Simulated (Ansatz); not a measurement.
fcc Ag was calculated with r²SCAN-D4 (plane waves, PAW; Ansatz, a quantum-chemistry and plane-wave program).

Run with plane-wave cutoff 560 eV, 24×24×24 k mesh, Fermi–Dirac smearing 0.05 eV, no spin polarisation, scalar-relativistic PAW data made under PBE.

The volume scan:

| V (Å³/atom) | E − E_lowest (meV/atom) |
|---|---|
| 16.001 | 24.08 |
| 16.342 | 10.20 |
| 16.682 | 2.42 |
| 17.022 | 0.00 |
| 17.363 | 2.26 |
| 17.703 | 8.62 |
| 18.044 | 18.57 |

Task: What bulk modulus B0 and pressure derivative B′ does a third-order Birch–Murnaghan fit give?

Result: V0 = 17.021 Å³/atom, B0 = 110 GPa, B′ = 5.6 (fit to the energies at full precision).

Measured, for comparison: bulk modulus 110 GPa (corrected for temperature and zero-point phonon effects, our sources range from 104 to 111; as tabulated in Levämäki et al. (2014), arXiv:1402.3671); equilibrium volume per atom 16.76 Å³/atom (static lattice: zero-point anharmonic expansion removed; as tabulated in Mejia-Rodriguez and Trickey (2018), arXiv:1807.09216). Computed (rounded) less measured: bulk modulus 0.0 % (inside the range of the sources held), equilibrium volume per atom +1.6 %.

Cost on a shared machine: very roughly 2.1 core-minutes.
